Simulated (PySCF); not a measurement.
PySCF input (TPSS/def2-TZVPD):

```python
from pyscf import gto, scf, dft

mol = gto.M(
    atom='''
    C     0.05100638   -0.58378700   -0.01181402
    C     0.04460873    0.71726049    0.01788006
    H    -0.87346485   -1.16381706   -0.05413951
    H     0.97198321   -1.16021184    0.00382948
    H    -0.67220906    1.52318793    0.01391380
    ''',
    basis='def2-tzvpd',
    charge=0,
    spin=1,
    verbose=4,
)

mf = dft.UKS(mol, xc='tpss').density_fit(auxbasis='def2-universal-jkfit')
mf.grids.level = 3
mf.conv_tol = 1e-9
mf.max_cycle = 100
mf.max_memory = 1500
mf.kernel()
if not mf.converged:
    mf = mf.newton()
    mf.kernel(mf.make_rdm1())
for _ in range(2):
    mo, _, stable, _ = mf.stability(return_status=True)
    if stable:
        break
    mf.kernel(mf.make_rdm1(mo, mf.mo_occ))
mf.analyze()
```

End of the output:

```
Extra cycle  E= -77.9492058276232  delta_E= -1.28e-13  |g|= 2.23e-06  |ddm|= 5.79e-06
converged SCF energy = -77.9492058276232  <S^2> = 0.76266364  2S+1 = 2.0126238
uhf_internal: lowest eigs of H = [0.22638865 0.23054718 0.34204673]
<class 'pyscf.df.df_jk.DFUKS'> wavefunction is stable in the internal stability analysis
**** SCF Summaries ****
Total Energy =                         -77.949205827623175
Nuclear Repulsion Energy =              28.519619164672051
One-electron Energy =                 -159.945420226088373
Two-electron Energy =                   53.476595233793155
Two-electron Coulomb Energy =           65.395315940332395
DFT Exchange-Correlation Energy =      -11.918720706539240
HOMO-LUMO gap [eV] =                     2.865051485309942
**** MO energy ****
                             alpha | beta                alpha | beta
MO #1   energy= -10.0141746138569  | -9.99840736341281  occ= 1 | 1
MO #2   energy= -9.99385081112665  | -9.99569719315475  occ= 1 | 1
MO #3   energy= -0.715835737704364 | -0.701154656842732 occ= 1 | 1
MO #4   energy= -0.535538620182429 | -0.516941020899374 occ= 1 | 1
MO #5   energy= -0.425086938871438 | -0.412600737270303 occ= 1 | 1
MO #6   energy= -0.394902020342727 | -0.382663187620864 occ= 1 | 1
MO #7   energy= -0.260843220763206 | -0.251864300818973 occ= 1 | 1
MO #8   energy= -0.208222363723355 | -0.102933662765448 occ= 1 | 0
MO #9   energy= -0.0310076550230178 | -0.0171267547509188 occ= 0 | 0
MO #10  energy= 0.00997675140803933 | 0.0146704974237833 occ= 0 | 0
MO #11  energy= 0.0275293273351499 | 0.035270749396204  occ= 0 | 0
MO #12  energy= 0.0626860213351677 | 0.0713048203523279 occ= 0 | 0
MO #13  energy= 0.101610163675499  | 0.107261135082111  occ= 0 | 0
MO #14  energy= 0.108910075787224  | 0.113222711455986  occ= 0 | 0
MO #15  energy= 0.12925997080428   | 0.135468627915375  occ= 0 | 0
MO #16  energy= 0.132383286537229  | 0.147791520528251  occ= 0 | 0
MO #17  energy= 0.151515537180798  | 0.15721784899729   occ= 0 | 0
MO #18  energy= 0.173096965014681  | 0.1844382412229    occ= 0 | 0
MO #19  energy= 0.187406164812488  | 0.194209967699266  occ= 0 | 0
MO #20  energy= 0.19723496786885   | 0.209559190902062  occ= 0 | 0
MO #21  energy= 0.216942989460149  | 0.226246101386502  occ= 0 | 0
MO #22  energy= 0.236636351777171  | 0.244494071081237  occ= 0 | 0
MO #23  energy= 0.241574079559281  | 0.252689944347112  occ= 0 | 0
MO #24  energy= 0.245178410927654  | 0.255214983060811  occ= 0 | 0
MO #25  energy= 0.265676082875223  | 0.275214716329534  occ= 0 | 0
MO #26  energy= 0.285263096531728  | 0.288033659118749  occ= 0 | 0
MO #27  energy= 0.308872554620926  | 0.31532918027423   occ= 0 | 0
MO #28  energy= 0.328765209196712  | 0.33615564677262   occ= 0 | 0
MO #29  energy= 0.346908365805777  | 0.357608837066946  occ= 0 | 0
MO #30  energy= 0.365583288965893  | 0.367867701172614  occ= 0 | 0
MO #31  energy= 0.369083279109314  | 0.374565224953145  occ= 0 | 0
MO #32  energy= 0.380330353293451  | 0.387393532151282  occ= 0 | 0
MO #33  energy= 0.405642747172676  | 0.411916983724563  occ= 0 | 0
MO #34  energy= 0.416063533294961  | 0.435189341029965  occ= 0 | 0
MO #35  energy= 0.433564740307958  | 0.441690189309058  occ= 0 | 0
MO #36  energy= 0.435178157131116  | 0.452131546433648  occ= 0 | 0
MO #37  energy= 0.498368823401006  | 0.506535972129337  occ= 0 | 0
MO #38  energy= 0.515370258870646  | 0.526576747079299  occ= 0 | 0
MO #39  energy= 0.520441643324762  | 0.527483422081883  occ= 0 | 0
MO #40  energy= 0.595029246402145  | 0.603607196011957  occ= 0 | 0
MO #41  energy= 0.65422108335332   | 0.667931578694241  occ= 0 | 0
MO #42  energy= 0.668422330837923  | 0.676479304905923  occ= 0 | 0
MO #43  energy= 0.671567876784181  | 0.690494220580079  occ= 0 | 0
MO #44  energy= 0.692609496984333  | 0.703830373073173  occ= 0 | 0
MO #45  energy= 0.731875521655356  | 0.747124489280851  occ= 0 | 0
MO #46  energy= 0.749525925363197  | 0.768381201589582  occ= 0 | 0
MO #47  energy= 0.817362545821706  | 0.830644093704603  occ= 0 | 0
MO #48  energy= 0.82741925629784   | 0.856125370953809  occ= 0 | 0
MO #49  energy= 0.93591403786057   | 0.961324544136477  occ= 0 | 0
MO #50  energy= 1.01100097647347   | 1.02764273608165   occ= 0 | 0
MO #51  energy= 1.03177681490974   | 1.05212017441072   occ= 0 | 0
MO #52  energy= 1.07893874278511   | 1.09438216002404   occ= 0 | 0
MO #53  energy= 1.08280861990499   | 1.09587567931905   occ= 0 | 0
MO #54  energy= 1.21726151539288   | 1.23982815530607   occ= 0 | 0
MO #55  energy= 1.36160858167678   | 1.37592580985879   occ= 0 | 0
MO #56  energy= 1.42769627971071   | 1.44026761125902   occ= 0 | 0
MO #57  energy= 1.60711118033149   | 1.6265279314455    occ= 0 | 0
MO #58  energy= 1.64463105983632   | 1.69627186691581   occ= 0 | 0
MO #59  energy= 1.74548222492376   | 1.75984623678027   occ= 0 | 0
MO #60  energy= 1.77842618402724   | 1.79072214069085   occ= 0 | 0
MO #61  energy= 1.79040726808068   | 1.81215416760295   occ= 0 | 0
MO #62  energy= 1.81838881012643   | 1.83999260286755   occ= 0 | 0
MO #63  energy= 1.84776815983756   | 1.87182448138028   occ= 0 | 0
MO #64  energy= 1.88703804315158   | 1.89122425637391   occ= 0 | 0
MO #65  energy= 1.94638633645945   | 1.96153779517026   occ= 0 | 0
MO #66  energy= 1.98571492218945   | 2.00972925764298   occ= 0 | 0
MO #67  energy= 2.10130021201401   | 2.12228277053395   occ= 0 | 0
MO #68  energy= 2.19037501954739   | 2.21160502303572   occ= 0 | 0
MO #69  energy= 2.35817081501107   | 2.37719099566748   occ= 0 | 0
MO #70  energy= 2.39680563598389   | 2.41416704444329   occ= 0 | 0
MO #71  energy= 2.47075754370241   | 2.50011820517636   occ= 0 | 0
MO #72  energy= 2.51382956121079   | 2.53263540250387   occ= 0 | 0
MO #73  energy= 2.56997972740994   | 2.59160767086879   occ= 0 | 0
MO #74  energy= 2.65027234191713   | 2.68740151398427   occ= 0 | 0
MO #75  energy= 2.67690301006536   | 2.69257809426374   occ= 0 | 0
MO #76  energy= 2.75827807468103   | 2.79399356184501   occ= 0 | 0
MO #77  energy= 2.78043436663495   | 2.80189048656449   occ= 0 | 0
MO #78  energy= 2.81588930536107   | 2.85410570368877   occ= 0 | 0
MO #79  energy= 2.85468151297014   | 2.88231050167916   occ= 0 | 0
MO #80  energy= 2.92480621919638   | 2.9635934598066    occ= 0 | 0
MO #81  energy= 3.04341487051552   | 3.07702582610922   occ= 0 | 0
MO #82  energy= 3.04996151554822   | 3.12106842653961   occ= 0 | 0
MO #83  energy= 3.12193042346369   | 3.12390888034265   occ= 0 | 0
MO #84  energy= 3.12917806531691   | 3.20105972213888   occ= 0 | 0
MO #85  energy= 3.21356863595453   | 3.24640346167384   occ= 0 | 0
MO #86  energy= 3.24921505972643   | 3.26182300201452   occ= 0 | 0
MO #87  energy= 3.32363869044558   | 3.34114722568933   occ= 0 | 0
MO #88  energy= 3.444964750034     | 3.47494427147464   occ= 0 | 0
MO #89  energy= 3.4693719346631    | 3.49991245412225   occ= 0 | 0
MO #90  energy= 3.51564857908      | 3.54801681429068   occ= 0 | 0
MO #91  energy= 3.75549297005742   | 3.78388454326564   occ= 0 | 0
MO #92  energy= 3.76043001079063   | 3.79070034405214   occ= 0 | 0
MO #93  energy= 4.269565016543     | 4.27509214428102   occ= 0 | 0
MO #94  energy= 4.30087672808881   | 4.33566184021623   occ= 0 | 0
MO #95  energy= 4.40393614356838   | 4.46459000494478   occ= 0 | 0
MO #96  energy= 4.43560909555634   | 4.4704334968377    occ= 0 | 0
MO #97  energy= 4.58053371789233   | 4.61059456281174   occ= 0 | 0
MO #98  energy= 4.70433103677962   | 4.74411986798959   occ= 0 | 0
MO #99  energy= 5.09495538788992   | 5.15782886740376   occ= 0 | 0
MO #100 energy= 22.0521839897187   | 22.0667223846106   occ= 0 | 0
MO #101 energy= 22.6297376665305   | 22.6396341979936   occ= 0 | 0

To work with the spin densities directly, `use mulliken_meta_spin()` only printing them here.

[...]
```

It need not be the lowest isomer of its formula.
